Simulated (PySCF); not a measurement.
Compound: C4H6N2.
Atom-mapped SMILES: `[CH3:1][c:2]1[cH:3][n:4][cH:5][nH:6]1` (hydrogens: H7, H8, H9 on C1; H10 on C3; H11 on C5; H12 on N6)

Computed with PySCF at CAM-B3LYP/def2-SVPD, non-relativistic, on one gas-phase PBE0-D3(BJ)/def2-SVP geometry that isn't relaxed in the solvent. The solvent is an IEF-PCM continuum (Bondi radii, 1.10 Å for H, scaled by 1.2), and excitations are vertical TDDFT with non-equilibrium linear response and a frozen core. Only the electrostatic response of the medium enters.

Gas-phase singlets (H = HOMO, L = LUMO):

```tsv
state	E (eV)	λ (nm)	f	leading configurations
S1	5.916	210	0.001	H→L 96%
S2	6.411	193	0.224	H→L+1 94%
S3	6.681	186	0.005	H-1→L+1 88%, H-1→L+4 8%
S4	6.793	183	0.005	H→L+2 91%
S5	7.126	174	0.044	H→L+4 66%, H-2→L+1 29%
```

What are the lowest 5 singlets in tetrahydrofuran (ε = 7.426)?

| state | E (eV) | λ (nm) | f | leading configurations | change by rank (eV) |
| --- | --- | --- | --- | --- | --- |
| S1 | 6.227 | 199 | 0.000 | H→L 94% | +0.311 |
| S2 | 6.345 | 195 | 0.268 | H→L+1 95% | -0.066 |
| S3 | 7.024 | 177 | 0.008 | H-1→L+1 88%, H-1→L+4 9% | +0.343 |
| S4 | 7.103 | 175 | 0.093 | H→L+4 75%, H-2→L+1 21% | +0.310 |
| S5 | 7.144 | 174 | 0.009 | H→L+2 93% | +0.018 |

How does the list change in acetone (ε = 20.49)?

```tsv
state	E (eV)	λ (nm)	f	leading configurations	change by rank (eV)
S1	6.260	198	0.000	H→L 94%	+0.344
S2	6.359	195	0.260	H→L+1 95%	-0.052
S3	7.086	175	0.008	H-1→L+1 88%, H-1→L+4 9%	+0.405
S4	7.109	174	0.095	H→L+4 76%, H-2→L+1 20%	+0.316
S5	7.192	172	0.008	H→L+2 93%	+0.066
```

The ground-state energy changes by -0.389 eV from gas to acetone. By how much does the total energy of gas-phase S2 change?

E(S2) = E(S0) + excitation energy, so it changes by -0.389 − 0.052 = -0.441 eV: it is lowered more than the ground state, which is what a red shift means. This is the vertical state, with the slow part of the continuum still set for S0.

How do the frontier levels move from gas to acetone?

```csv
orbital,gas (eV),solvent (eV),change (eV),"Löwdin shares, gas","Löwdin shares, solvent"
LUMO+2,1.85,2.19,+0.34,"C5 18 %, C1 17 %, H12 17 %, H11 13 %","C5 32 %, H11 18 %, C1 15 %, H7 8 %"
LUMO+1,1.74,1.79,+0.05,"C5 22 %, N6 17 %, C2 16 %, N4 13 %","C5 24 %, N6 19 %, C2 15 %, N4 14 %"
LUMO,1.09,1.49,+0.40,"H12 23 %, C1 22 %, C5 11 %, C2 8 %","C1 22 %, C5 16 %, C3 12 %, C2 10 %"
HOMO,-7.67,-7.71,-0.04,"C2 27 %, C3 23 %, C5 20 %, N4 9 %","C2 26 %, C3 24 %, C5 20 %, N4 10 %"
HOMO-1,-9.07,-9.49,-0.42,"N4 67 %, C3 11 %, C5 9 %, C2 4 %","N4 65 %, C3 11 %, C5 9 %, C2 4 %"
HOMO-2,-9.46,-9.57,-0.11,"N4 34 %, N6 32 %, C3 15 %, C5 9 %","N6 34 %, N4 33 %, C3 13 %, C5 9 %"
HOMO-3,-12.61,-12.34,+0.27,"C1 35 %, H7 20 %, C2 8 %, N6 7 %","C1 39 %, H7 22 %, C2 8 %, N6 6 %"
```

The HOMO–LUMO gap goes from 8.76 to 9.21 eV. Rows go by rank; for LUMO, LUMO+1 and LUMO+2 the atom shares or the degeneracy differ between the runs, so the row needn't follow one orbital.
